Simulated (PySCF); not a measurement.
A GIAO shielding run with PySCF (density fitting, non-relativistic, gas phase) on SMILES [PH4+], [H4P]+:

```
$ OMP_NUM_THREADS=1 python probes_run.py task.json out

{"job": {"kind": "nmr", "xc": "WP04", "basis": "pcSseg-2", "pop": false}, "charge": 1, "multiplicity": 1}
P     -0.022687     0.014966    -0.020135
H     -0.791694    -0.858207    -0.814484
H      0.297291    -0.616886     1.197667
H     -0.760919     1.186661     0.238992
H      1.163840     0.348688    -0.702433
```

Hardware: 1 thread of an Intel Xeon Platinum 8488C, shared host.

(1) How large is the calculation?

(2) How long does it take, and how much memory does it need?

(3) And these other runs on the same molecule and hardware: GIAO shielding at B97-2/pcSseg-2; GIAO shielding at BHandHLYP/pcSseg-2; GIAO shielding at CAM-B3LYP/pcSseg-2; GIAO shielding at LC-wPBE/pcSseg-2; GIAO shielding at PBE0/6-311+G(2d,p); GIAO shielding at PBE0/6-31G?

Results:

(1) 18 electrons, 99 basis functions and 290 auxiliary functions.

(2) 2.1 s of wall time, with 10 SCF cycles and 3 response iterations; peak memory 0.35 GiB. Times on a shared host scatter by some tens of per cent.

(3) B97-2/pcSseg-2: 99 functions, 2 s; BHandHLYP/pcSseg-2: 99 functions, 2 s; CAM-B3LYP/pcSseg-2: 99 functions, 2.5 s; LC-wPBE/pcSseg-2: 99 functions, 3.3 s; PBE0/6-311+G(2d,p): 59 functions, 1.9 s; PBE0/6-31G: 21 functions, 0.9 s.
